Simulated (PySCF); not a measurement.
# Shapes and spin states of P₃

Level of theory: PySCF, PBE0, basis P def2-TZVP (no relativity, density fitting).

Relaxations began from a few typed shapes and spin states; open shells are unrestricted. The search is not exhaustive: other isomers or separated fragments can lie lower, and high-lying points may rest on an excited occupation.

| spin | group | bonds | angles | imaginary modes (cm⁻¹) | ΔE (kJ/mol) | ΔE with ZPE (kJ/mol) |
| --- | --- | --- | --- | --- | --- | --- |
| doublet | C2v | P–P 2.068 Å (×2), P–P 2.230 Å | P–P–P 57.4° (×2), P–P–P 65.2° | none | 0.0 | 0.0 |
| quartet | C2v | P–P 2.056 Å (×2) | P–P–P 107.7° | none | 155.8 | 154.7 |
| broken-symmetry Ms = 1/2 (⟨S²⟩ 1.82) | C2v | P–P 2.046 Å (×2) | P–P–P 108.5° | none | 192.5 | 191.6 |
| quartet | C2v | P–P 2.097 Å (×2), P–P 2.309 Å | P–P–P 56.6° (×2), P–P–P 66.8° | none | 198.5 | 198.4 |
| quartet | D∞h | P–P 2.035 Å (×2) | P–P–P 180.0° | 552i, 550i | 318.2 | – |

The lowest minimum found is the doublet C2v: P–P 2.068 Å (×2), P–P 2.230 Å; P–P–P 57.4° (×2), P–P–P 65.2°.

The electron or spin density has lower symmetry than the nuclear frame for the quartet D∞h at 318.2 kJ/mol.
